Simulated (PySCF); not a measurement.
pyrrole (C4H5N), SMILES c1cc[nH]c1.

Geometry: B3LYP-D3(BJ)/def2-SVP.

These are TDDFT-B3LYP/def2-SVPD run with PySCF values and carry that method's errors.

Vertical excitations.  State labels are in the subgroup C2v.

```json
[
 {"state": "S1", "symmetry": "A2", "energy (eV)": "5.46", "λ (nm)": "227", "f": "0.000", "main pairs": "HOMO→LUMO 100 %"},
 {"state": "S2", "symmetry": "B1", "energy (eV)": "6.31", "λ (nm)": "196", "f": "0.002", "main pairs": "HOMO−1→LUMO 93 %"},
 {"state": "S3", "symmetry": "B2", "energy (eV)": "6.41", "λ (nm)": "193", "f": "0.163", "main pairs": "HOMO→LUMO+1 95 %"},
 {"state": "S4", "symmetry": "A2", "energy (eV)": "6.46", "λ (nm)": "192", "f": "0.000", "main pairs": "HOMO→LUMO+2 99 %"},
 {"state": "S5", "symmetry": "B1", "energy (eV)": "6.48", "λ (nm)": "191", "f": "0.034", "main pairs": "HOMO→LUMO+3 93 %"},
 {"state": "S6", "symmetry": "A1", "energy (eV)": "6.49", "λ (nm)": "191", "f": "0.001", "main pairs": "HOMO−1→LUMO+1 57 %, HOMO→LUMO+4 42 %"},
 {"state": "S7", "symmetry": "A2", "energy (eV)": "7.10", "λ (nm)": "175", "f": "0.000", "main pairs": "HOMO→LUMO+5 98 %"},
 {"state": "S8", "symmetry": "B1", "energy (eV)": "7.14", "λ (nm)": "174", "f": "0.015", "main pairs": "HOMO→LUMO+6 86 %, HOMO−1→LUMO+2 13 %"},
 {"state": "S9", "symmetry": "B1", "energy (eV)": "7.31", "λ (nm)": "170", "f": "0.026", "main pairs": "HOMO−1→LUMO+2 86 %, HOMO→LUMO+6 13 %"},
 {"state": "S10", "symmetry": "A2", "energy (eV)": "7.39", "λ (nm)": "168", "f": "0.000", "main pairs": "HOMO−1→LUMO+3 97 %"},
 {"state": "T1", "symmetry": "B2", "energy (eV)": "4.31", "λ (nm)": "287", "f": "0", "main pairs": "HOMO→LUMO+1 95 %"},
 {"state": "T2", "symmetry": "A1", "energy (eV)": "5.33", "λ (nm)": "232", "f": "0", "main pairs": "HOMO−1→LUMO+1 65 %, HOMO→LUMO+4 34 %"},
 {"state": "T3", "symmetry": "A2", "energy (eV)": "5.41", "λ (nm)": "229", "f": "0", "main pairs": "HOMO→LUMO 99 %"},
 {"state": "T4", "symmetry": "A1", "energy (eV)": "5.82", "λ (nm)": "213", "f": "0", "main pairs": "HOMO→LUMO+4 63 %, HOMO−1→LUMO+1 34 %"}
]
```
Triplets are in the Tamm–Dancoff approximation, which puts them higher than full response would, so one can lie above its singlet here.
